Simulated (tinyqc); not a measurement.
Worked calculation: extended Hueckel theory, for H3O+. The parameters take no account of the charge, which enters only through the electron count. One step of it, computed by the program tinyqc.

Question. Mulliken analysis. P = C n C^T; charge = valence electrons (O 6, H 1) minus the sum of (P S)_ii on the atom; overlap population = 2 sum P_ij S_ij between two atoms.

coefficients:
```
              MO1        MO2        MO3        MO4        MO5        MO6        MO7
1O 2s    0.833661   0.000000  -0.000053   0.074885   0.000000   0.000641   1.101338
1O 2px  -0.000021   0.000000   0.692363   0.000036   0.000000  -0.954528   0.000940
1O 2py   0.000000   0.692297   0.000000   0.000000   0.954526   0.000000   0.000000
1O 2pz   0.012392   0.000000  -0.000033   0.989267   0.000000  -0.000128  -0.221423
2H 1s    0.109425   0.000000   0.402881  -0.036799   0.000000   0.994536  -0.673176
3H 1s    0.109370   0.348959  -0.201484  -0.036820  -0.861555  -0.498020  -0.671751
4H 1s    0.109370  -0.348959  -0.201484  -0.036820   0.861555  -0.498020  -0.671751
```

occupations: 2.000000  2.000000  2.000000  2.000000  0.000000  0.000000  0.000000

overlap S, lower triangle:
```
           1O 2s     1O 2px     1O 2py     1O 2pz     2H 1s     3H 1s     4H 1s
1O 2s   1.000000
1O 2px  0.000000   1.000000
1O 2py  0.000000   0.000000   1.000000
1O 2pz  0.000000   0.000000   0.000000   1.000000
2H 1s   0.467235   0.388138   0.000000  -0.081559  1.000000
3H 1s   0.467049  -0.193961   0.336088  -0.081514  0.195572  1.000000
4H 1s   0.467049  -0.193961  -0.336088  -0.081514  0.195572  0.195420  1.000000
```

Give: charges; Overlap populations.

Answer.

charges: 1O -0.1906, 2H 0.3969, 3H 0.3969, 4H 0.3969

Overlap populations:

| pair | value |
|---|---|
| 2-1 | 0.609801 |
| 3-1 | 0.609645 |
| 3-2 | -0.053079 |
| 4-1 | 0.609645 |
| 4-2 | -0.053079 |
| 4-3 | -0.053044 |
